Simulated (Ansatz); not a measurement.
**Nudged elastic band run: CH$_{5}$OSi**

Input:

```yaml
crystal:
  periodic: [false, false, false]
  atoms:
    - { symbol: O, position_ang: [-0.809533, 1.020479, -1.053142] }
    - { symbol: C, position_ang: [-0.299392, 0.572927, 0.191508] }
    - { symbol: Si, position_ang: [0.534535, -1.154127, 0.109086] }
    - { symbol: H, position_ang: [-1.525566, 0.428138, -1.317936] }
    - { symbol: H, position_ang: [-1.058629, 0.591967, 1.000399] }
    - { symbol: H, position_ang: [0.478574, 1.298408, 0.492673] }
    - { symbol: H, position_ang: [1.023718, -1.586743, 1.457331] }
    - { symbol: H, position_ang: [1.656304, -1.171048, -0.879918] }
magnetization:
  spin_polarized: true
  initial_magnetization: 1
basis:
  gaussian: { orbitals: def2-SVP }
hamiltonian:
  xc: b3lyp
neb:
  order_check: false
  images: 7
  f_tol: 0.05
  max_iterations: 60
  final_atoms:
    - { symbol: O, position_ang: [-0.70338527, 1.14363506, -1.00178479] }
    - { symbol: C, position_ang: [-0.27584726, 0.62329505, 0.24422485] }
    - { symbol: Si, position_ang: [1.08397386, -0.72437182, 0.09083198] }
    - { symbol: H, position_ang: [-1.0779509, 0.42014901, -1.52139422] }
    - { symbol: H, position_ang: [-1.1187366, 0.20689343, 0.8403257] }
    - { symbol: H, position_ang: [0.11247322, 1.47150226, 0.83215016] }
    - { symbol: H, position_ang: [1.34999321, -1.3818624, 1.41253439] }
    - { symbol: H, position_ang: [0.62949074, -1.75923959, -0.89688707] }
  initial_path:
    images:
      - { positions_ang: [[-0.809533, 1.020479, -1.053142], [-0.299392, 0.572927, 0.191508], [0.534535, -1.154127, 0.109086], [-1.525566, 0.428138, -1.317936], [-1.058629, 0.591967, 1.000399], [0.478574, 1.298408, 0.492673], [1.023718, -1.586743, 1.457331], [1.656304, -1.171048, -0.879918]] }
      - { positions_ang: [[-0.79132942, 1.00882228, -1.04696151], [-0.28856803, 0.58382405, 0.20886625], [0.6014396, -1.10892446, 0.13170802], [-1.47648609, 0.39147289, -1.32304066], [-1.06605094, 0.58136458, 0.99367613], [0.44903088, 1.3398865, 0.51285349], [0.99528267, -1.60388997, 1.46367796], [1.57669233, -1.19255487, -0.94077867]] }
      - { positions_ang: [[-0.77312584, 0.99716557, -1.04078103], [-0.27774406, 0.5947211, 0.2262245], [0.66834419, -1.06372192, 0.15433004], [-1.42740618, 0.35480778, -1.32814533], [-1.07347288, 0.57076217, 0.98695325], [0.41948776, 1.381365, 0.53303398], [0.96684734, -1.62103694, 1.47002491], [1.49708066, -1.21406174, -1.00163933]] }
      - { positions_ang: [[-0.75492225, 0.98550885, -1.03460054], [-0.26692008, 0.60561815, 0.24358274], [0.73524879, -1.01851939, 0.17695206], [-1.37832627, 0.31814266, -1.33324999], [-1.08089481, 0.56015975, 0.98023038], [0.38994464, 1.42284349, 0.55321447], [0.93841201, -1.63818392, 1.47637187], [1.41746899, -1.23556861, -1.0625]] }
      - { positions_ang: [[-0.73671867, 0.97385214, -1.02842005], [-0.25609611, 0.6165152, 0.26094099], [0.80215338, -0.97331685, 0.19957408], [-1.32924636, 0.28147755, -1.33835466], [-1.08831675, 0.54955733, 0.97350751], [0.36040151, 1.46432199, 0.57339496], [0.90997668, -1.65533089, 1.48271883], [1.33785732, -1.25707548, -1.12336066]] }
      - { positions_ang: [[-0.72838532, 1.01629787, -1.02176124], [-0.2610339, 0.61821017, 0.25676196], [0.8726085, -0.91108059, 0.17238856], [-1.2664225, 0.31614542, -1.38411455], [-1.09592171, 0.46389136, 0.94021205], [0.29841944, 1.46611706, 0.63808376], [1.01998081, -1.58696377, 1.46517272], [1.16076567, -1.38261651, -1.06674226]] }
      - { positions_ang: [[-0.72005197, 1.0587436, -1.01510242], [-0.26597169, 0.61990513, 0.25258292], [0.94306362, -0.84884433, 0.14520303], [-1.20359863, 0.35081328, -1.42987444], [-1.10352667, 0.37822538, 0.9069166], [0.23643737, 1.46791212, 0.70277256], [1.12998495, -1.51859664, 1.44762661], [0.98367403, -1.50815753, -1.01012387]] }
      - { positions_ang: [[-0.71171862, 1.10118933, -1.0084436], [-0.27090948, 0.62160009, 0.24840389], [1.01351874, -0.78660808, 0.11801751], [-1.14077477, 0.38548114, -1.47563433], [-1.11113164, 0.2925594, 0.87362115], [0.17445529, 1.46970719, 0.76746136], [1.23998908, -1.45022952, 1.4300805], [0.80658238, -1.63369856, -0.95350547]] }
      - { positions_ang: [[-0.70338527, 1.14363506, -1.00178479], [-0.27584726, 0.62329505, 0.24422485], [1.08397386, -0.72437182, 0.09083198], [-1.0779509, 0.42014901, -1.52139422], [-1.1187366, 0.20689343, 0.8403257], [0.11247322, 1.47150226, 0.83215016], [1.34999321, -1.3818624, 1.41253439], [0.62949074, -1.75923959, -0.89688707]] }
```

Command:

```bash
$ ansatz run input.yaml --threads 1 --pin off --max-ram 2048MiB --backend cpu --events-out ev --progress --plain --runs-dir out
```

Output, in part (warnings, iteration lines, the closing report on the highest movable image, with atoms numbered from 0):

```
NEB end point (image 0): max|allowed force component| = 1.084e-2 eV/Å (the criterion of neb.relax_end_points is 1.000e-2)
NEB end point (image 8): max|allowed force component| = 9.750e-3 eV/Å (the criterion of neb.relax_end_points is 1.000e-2)
NEB iter   1: max|band force component| = 3.430e0 eV/Å  barrier→ = 0.5081 eV  barrier← = 0.5105 eV  Δτ_max = 0.2000 Å  (241 SCF iters)
NEB iter   2: max|band force component| = 1.289e0 eV/Å  barrier→ = 0.2935 eV  barrier← = 0.2960 eV  Δτ_max = 0.1871 Å  (202 SCF iters)
NEB iter   3: max|band force component| = 3.786e-1 eV/Å  barrier→ = 0.2798 eV  barrier← = 0.2822 eV  CI = image 3  Δτ_max = 0.1254 Å  (198 SCF iters)
NEB iter   4: max|band force component| = 2.533e-1 eV/Å  barrier→ = 0.2874 eV  barrier← = 0.2899 eV  CI = image 3  Δτ_max = 0.0399 Å  (193 SCF iters)
NEB iter   5: max|band force component| = 1.443e-1 eV/Å  barrier→ = 0.2801 eV  barrier← = 0.2826 eV  CI = image 3  Δτ_max = 0.1991 Å  (184 SCF iters)
NEB iter   6: max|band force component| = 1.902e-1 eV/Å  barrier→ = 0.2669 eV  barrier← = 0.2693 eV  CI = image 3  Δτ_max = 0.1001 Å  (198 SCF iters)
NEB iter   7: max|band force component| = 1.313e-1 eV/Å  barrier→ = 0.2603 eV  barrier← = 0.2627 eV  CI = image 3  Δτ_max = 0.1000 Å  (185 SCF iters)
NEB iter   8: max|band force component| = 1.497e-1 eV/Å  barrier→ = 0.2546 eV  barrier← = 0.2570 eV  CI = image 3  Δτ_max = 0.0500 Å  (182 SCF iters)
NEB iter   9: max|band force component| = 1.178e-1 eV/Å  barrier→ = 0.2521 eV  barrier← = 0.2545 eV  CI = image 3  Δτ_max = 0.0500 Å  (182 SCF iters)
NEB iter  10: max|band force component| = 9.701e-2 eV/Å  barrier→ = 0.2500 eV  barrier← = 0.2524 eV  CI = image 3  Δτ_max = 0.1001 Å  (181 SCF iters)
NEB iter  11: max|band force component| = 6.039e-2 eV/Å  barrier→ = 0.2472 eV  barrier← = 0.2496 eV  CI = image 3  Δτ_max = 0.1998 Å  (181 SCF iters)
NEB iter  12: max|band force component| = 6.742e-2 eV/Å  barrier→ = 0.2465 eV  barrier← = 0.2490 eV  CI = image 3  Δτ_max = 0.0997 Å  (189 SCF iters)
NEB iter  13: max|band force component| = 6.824e-2 eV/Å  barrier→ = 0.2465 eV  barrier← = 0.2489 eV  CI = image 3  Δτ_max = 0.0136 Å  (178 SCF iters)
NEB iter  14: max|band force component| = 2.387e-2 eV/Å  barrier→ = 0.2465 eV  barrier← = 0.2489 eV  CI = image 3  Δτ_max = 0.0000 Å  (358 SCF iters)
Total energy: -11036.59363219 eV, -405.5873351110 hartree
Atom 0 at    -0.985882     0.930231    -0.995716 Å, force     0.000523     0.000317    -0.001611 eV/Å
Atom 1 at    -0.236023     0.691507     0.185002 Å, force    -0.000912     0.000814     0.000964 eV/Å
Atom 2 at     0.796070    -0.914298     0.190807 Å, force     0.000342    -0.002292    -0.000869 eV/Å
Atom 3 at    -1.556819     0.165614    -1.151011 Å, force    -0.000202    -0.000233     0.001119 eV/Å
Atom 4 at    -0.864830     0.686025     1.100114 Å, force     0.000247    -0.000051    -0.000452 eV/Å
Atom 5 at     0.444697     1.552145     0.291296 Å, force     0.000120     0.000002     0.000366 eV/Å
Atom 6 at     0.518922    -1.990270     1.171361 Å, force    -0.000253     0.000424     0.000647 eV/Å
Atom 7 at     1.883875    -1.120952    -0.791852 Å, force     0.000135     0.001020    -0.000164 eV/Å
Dipole moment:    -0.084645    -0.158787     0.170335 e Å
```

The run converged. The profile has 2 maxima (images 3, 6) with wells between them (image 4): this band takes more than one step, which may be the mechanism or a detour left from its start path. A structure lower than the last end lies on the path between it and the top, so the climb from that side starts below the end, which may itself be a saddle point or a shallow side well. A vibrational analysis at the climbing image gives one clearly imaginary mode, 608i cm⁻¹: a first-order saddle point.

Final band (atoms are numbered from 1 in the order of the input):

```json
{"image": "0", "path coordinate (Å)": "0.00", "energy (kcal/mol)": "0.0", "height of Si3 over the plane of its neighbours (Å)": "-0.50"}
{"image": "1", "path coordinate (Å)": "0.40", "energy (kcal/mol)": "0.3", "height of Si3 over the plane of its neighbours (Å)": "-0.47"}
{"image": "2", "path coordinate (Å)": "0.79", "energy (kcal/mol)": "1.4", "height of Si3 over the plane of its neighbours (Å)": "-0.38"}
{"image": "3", "path coordinate (Å)": "1.19", "energy (kcal/mol)": "5.7", "height of Si3 over the plane of its neighbours (Å)": "0.00"}
{"image": "4", "path coordinate (Å)": "1.82", "energy (kcal/mol)": "-0.5", "height of Si3 over the plane of its neighbours (Å)": "0.48"}
{"image": "5", "path coordinate (Å)": "2.45", "energy (kcal/mol)": "0.4", "height of Si3 over the plane of its neighbours (Å)": "0.52"}
{"image": "6", "path coordinate (Å)": "3.08", "energy (kcal/mol)": "0.9", "height of Si3 over the plane of its neighbours (Å)": "0.53"}
{"image": "7", "path coordinate (Å)": "3.72", "energy (kcal/mol)": "0.5", "height of Si3 over the plane of its neighbours (Å)": "0.53"}
{"image": "8", "path coordinate (Å)": "4.35", "energy (kcal/mol)": "-0.1", "height of Si3 over the plane of its neighbours (Å)": "0.53"}
```

Run time: 5.1 min on 1 thread of Arm Neoverse V1, with other jobs on the host, peak memory 0.17 GiB.
